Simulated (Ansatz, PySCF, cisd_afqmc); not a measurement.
System: SiO, charge 0, singlet. SiO (oxosilicon, SMILES [O+]#[Si-]).
B3LYP-D3(BJ)/def2-TZVP minimum from Ansatz (an electronic-structure program):
```xyz
2

Si     0.0000     0.0000    -0.5502
O      0.0000     0.0000     0.9629
```
Charge 0, spin multiplicity 1.

Atomisation energy term by term, kcal/mol (programs: Ansatz, cisd_afqmc). UHF or UKS for unpaired electrons; spin-orbit terms are left out. Cores are frozen in correlated methods. Rows without X2C or -DK are non-relativistic. AFQMC is phaseless with a CISD trial state; ± is one standard error, without the phaseless bias. Outlying blocks are dropped, and bars are widened where a walk drifts. Over all cases where full CI ran beside it in this data, AFQMC minus full CI had a median of +0.1 mEh and passed +0.4 mEh in a tenth of the cases. CBS(X,Y): correlation extrapolated as X^-3, Hartree-Fock from the larger set (Q,5: extrapolated as (X+1)exp(-9√X)). A bracket is a step between two methods taken in the basis named. '+ core + X2C': CCSD(T) terms for core correlation (cc-pwCVTZ, 1s frozen past Ne) and scalar relativity (cc-pVTZ-DK). The T1 diagnostic of OSi ([O+]#[Si-], singlet) reaches 0.030 in the sets run.

| term | basis | kcal/mol |
|---|---|---|
| Hartree-Fock | CBS(cc-pV(Q+d)Z,cc-pV(5+d)Z) | 111.03 |
| CCSD correlation | CBS(cc-pV(Q+d)Z,cc-pV(5+d)Z) | 72.30 |
| (T) | CBS(cc-pV(Q+d)Z,cc-pV(5+d)Z) | 8.48 |
| CCSDT(Q) - CCSD(T) | cc-pV(Q+d)Z | 0.38 |
| CCSDTQ - CCSDT(Q) | cc-pV(D+d)Z | -0.25 |
| core correlation | cc-pwCVTZ | 0.78 |
| scalar relativity | X2C, cc-pVTZ-DK | -0.26 |
| minus zero-point energy | Hessian by PySCF at B3LYP-D3(BJ)/def2-TZVP | -1.80 |
| sum: D0 |  | 190.7 |

The step beyond CCSD(T) by other levels: CCSDTQ in cc-pV(D+d)Z 0.83; AFQMC/CISD in cc-pV(D+d)Z 0.91 ± 0.25; CCSDT(Q) in cc-pV(D+d)Z 1.08; AFQMC/CISD in cc-pV(T+d)Z 0.34 ± 0.20; CCSDT(Q) in cc-pV(T+d)Z 0.49; AFQMC/CISD in cc-pV(Q+d)Z 0.03 ± 0.18 kcal/mol.
